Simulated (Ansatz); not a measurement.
**Worked example: the barrier**

An elementary step of CH6FSi, doublet (SiH₃F ([F][SiH3]) + CH₃ → SiH₂F ([F][SiH2]) + CH₄; bonds formed: H1–C4; bonds broken: H1–Si2). “Start” is the structure reached by relaxing down from the saddle towards the reactants; PBE0-D4/def2-TZVP structures. The saddle:

H1  (0.090, -0.124, 0.031)
Si2  (-0.452, 1.207, 0.758)
F3  (-1.350, 1.999, -0.310)
C4  (0.547, -1.394, -0.813)
H5  (0.660, 2.103, 1.173)
H6  (-1.313, 0.887, 1.928)
H7  (0.284, -2.197, -0.134)
H8  (-0.071, -1.289, -1.698)
H9  (1.605, -1.191, -0.936)
(Å)

Ansatz 0.2.0; basis: def2-TZVPP and def2-QZVPP; cores frozen in the correlated methods; orbitals are unrestricted.

Energies in eV:

| quantity | saddle | start |
| --- | --- | --- |
| Hartree–Fock, triple zeta (X = 3) | -11694.82404 | -11695.73619 |
| Hartree–Fock, quadruple zeta (X = 4) | -11695.27433 | -11696.18601 |
| MP2 correlation, X = 3 | -15.12434 | -14.73944 |
| MP2 correlation, X = 4 | -16.36016 | -15.96197 |
| CCSD(T) correlation, X = 3 | -16.74005 | -16.31338 |

**Question.** Work out the barrier at the basis limit: extrapolate Hartree–Fock as E(X) = E∞ + A exp(−7.88 √X) and the MP2 correlation as E(X) = E∞ + B X^−2.97 (the exponents that Neese and Valeev fitted for def2-TZVPP and QZVPP), then add CCSD(T) − MP2 in triple zeta.

**Answer.** Each step is linear, so take the differences first (saddle − start): Hartree–Fock 0.91215 (X = 3) and 0.91168 (X = 4); MP2 correlation -0.38490 and -0.39819; CCSD(T) correlation -0.42667.
Two points give E∞ = E(4) + w [E(4) − E(3)], with w = 1/(exp(7.88 (2 − √3)) − 1) = 0.1377 for Hartree–Fock and w = 1/((4/3)^2.97 − 1) = 0.7407 for the correlation.
Hartree–Fock: 0.91168 + 0.1377 × (-0.00047) = 0.9116 eV.
MP2 correlation: -0.39819 + 0.7407 × (-0.01329) = -0.4080 eV.
CCSD(T) − MP2: -0.42667 − (-0.38490) = -0.0418 eV.
Sum: 0.9116 + (-0.4080) + (-0.0418) = 0.4618 eV, or 10.65 kcal/mol. Plain CCSD(T) in triple zeta gives 0.4855 eV, so the larger basis shifts the result by -0.0237 eV.

The T1 diagnostic stays at or below 0.015. ⟨S²⟩ of the unrestricted Hartree–Fock references: 0.75 to 0.78 (a pure state has 0.75).

Radical steps of this kind take place in plasma deposition and etching.

Labels in which every atom is bracketed show which atoms are joined, not bond orders.

For scale, one of the runs: CCSD(T)/def2-TZVPP, 188 basis functions (an equivalent command: `ansatz run in.yaml --threads 4`). Time: 74 s of wall clock on 4 CPU threads; the host was shared. Peak host memory: 5 GiB.
